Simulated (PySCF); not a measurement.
Molecule: SMILES CC/C(F)=C\[O-], [C4H6FO]-.

Numbering as in the mapped SMILES `[CH3:1][CH2:2]/[C:3]([F:4])=[CH:5]\[O-:6]`. Each H is labelled by its parent atom.

Geometry PBE0-D3(BJ)/def2-SVP throughout; GIAO in PySCF, gas phase, one conformer, non-relativistic; equivalent atoms averaged; functional PBE0.

For orientation, aug-cc-pVDZ gives these absolute shieldings σ: C5 49.9, C3 51.6, C2 171.8, C1 179.2, F4 415.1, O6 127.9, H(C5) 22.46, H(C2) 28.40, H(C1) 30.59 ppm.

A run gave: C5 37.2, C3 43.4, C2 164.9, C1 170.4, F4 415.8, O6 99.4, H(C5) 22.83, H(C2) 28.48, H(C1) 30.59 ppm (absolute shieldings σ).

Which basis set was used in that run?
A. 6-31G*
B. 6-311+G(2d,p)
C. 6-31G
D. cc-pVTZ

Answers

D. C3 tells them apart best: cc-pVTZ gives 43.4, 6-31G* gives 66.2, 6-311+G(2d,p) gives 37.1, 6-31G gives 65.3 ppm.
